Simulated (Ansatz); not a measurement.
Consider the formal hydrolysis of a C–C bond: `CCCCF` + H₂O → `CCCO` + `CF`.

Computed with Ansatz on PBE0-D4/def2-TZVP structures; ΔE is electronic, products minus reactants. CCSD(T)/CBS adds triple-zeta CCSD(T) − MP2 to the extrapolated MP2 energy (def2 sets, frozen cores). This one scheme is used for every species. Functionals use def2-TZVPP. Each species was taken in one conformer, which may not be the lowest.

```
species  revPBE energy (Eh)
`CCCCF`          -257.70383
    H₂O           -76.44013
 `CCCO`          -194.36838
   `CF`          -139.75613
```

Q: Work out ΔE.

A: ΔE = (-194.36838) + (-139.75613) − (-257.70383) − (-76.44013) = 0.01945 Eh = +12.2 kcal/mol. CCSD(T)/CBS gives +15.5 kcal/mol.

Largest T1 diagnostic among the species: 0.009.

In def2-TZVPP, CCSD(T) changes the Hartree–Fock value by +3.3 kcal/mol (the triples alone add +0.2 kcal/mol) and MP2 by +4.5 kcal/mol. From BLYP to BHLYP (50 % exact exchange), in def2-TZVPP and without D4, ΔE moves by +1.2 kcal/mol.
